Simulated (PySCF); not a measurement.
## A basis-limit estimate, worked out

An elementary step of CH8OSi, closed shell (CH₆Si ([CH3][SiH3]) + H₂O → SiH₄O ([OH][SiH3]) + CH₄; bonds formed: Si1–O7, C2–H6; bonds broken: Si1–C2, H6–O7). “Start” is the structure reached by relaxing down from the saddle towards the reactants; PBE0-D4/def2-TZVP structures. The saddle:

```
11
angstrom
Si -0.6608 0.7567 -0.2034
C 0.5188 -0.7272 0.9233
H -1.6204 1.0010 -1.3364
H -1.6662 0.4458 0.8629
H 0.0183 2.0175 0.1655
H 0.7150 -0.4984 -0.4803
O 0.5767 0.1023 -1.4708
H -0.1917 -1.5101 1.1856
H 1.5099 -1.1940 0.8108
H 0.6181 -0.0391 1.7645
H 0.1823 -0.3546 -2.2217
```

PySCF 2.14 with density fitting (its default auxiliary sets; JK sets also for MP2 and CCSD(T)); basis: def2-TZVPP and def2-QZVPP; cores frozen in the correlated methods.

Energies in eV:

| quantity | saddle | start |
| --- | --- | --- |
| Hartree–Fock, triple zeta (X = 3) | -11055.37507 | -11058.26664 |
| Hartree–Fock, quadruple zeta (X = 4) | -11055.78811 | -11058.68035 |
| MP2 correlation, X = 3 | -16.60596 | -15.80013 |
| MP2 correlation, X = 4 | -17.70756 | -16.89201 |
| CCSD(T) correlation, X = 3 | -18.32806 | -17.61370 |

Q: Work out the barrier at the basis limit: extrapolate Hartree–Fock as E(X) = E∞ + A exp(−7.88 √X) and the MP2 correlation as E(X) = E∞ + B X^−2.97 (the exponents that Neese and Valeev fitted for def2-TZVPP and QZVPP), then add CCSD(T) − MP2 in triple zeta.

A: Each step is linear, so take the differences first (saddle − start): Hartree–Fock 2.89157 (X = 3) and 2.89224 (X = 4); MP2 correlation -0.80583 and -0.81555; CCSD(T) correlation -0.71436.
Two points give E∞ = E(4) + w [E(4) − E(3)], with w = 1/(exp(7.88 (2 − √3)) − 1) = 0.1377 for Hartree–Fock and w = 1/((4/3)^2.97 − 1) = 0.7407 for the correlation.
Hartree–Fock: 2.89224 + 0.1377 × 0.00067 = 2.8923 eV.
MP2 correlation: -0.81555 + 0.7407 × (-0.00972) = -0.8227 eV.
CCSD(T) − MP2: -0.71436 − (-0.80583) = 0.0915 eV.
Sum: 2.8923 + (-0.8227) + 0.0915 = 2.1611 eV, or 49.84 kcal/mol. Plain CCSD(T) in triple zeta gives 2.1772 eV, so the larger basis shifts the result by -0.0161 eV.

T1 diagnostic: at most 0.012.

Labels in which every atom is bracketed show which atoms are joined, not bond orders.

For scale, one of the runs: CCSD(T)/def2-TZVPP, 216 basis functions, launched by `OMP_NUM_THREADS=4 python run.py`. The run took 7.8 min on 4 CPU threads of an Arm Neoverse V1 (shared host), with 3 GiB of host memory at its peak.
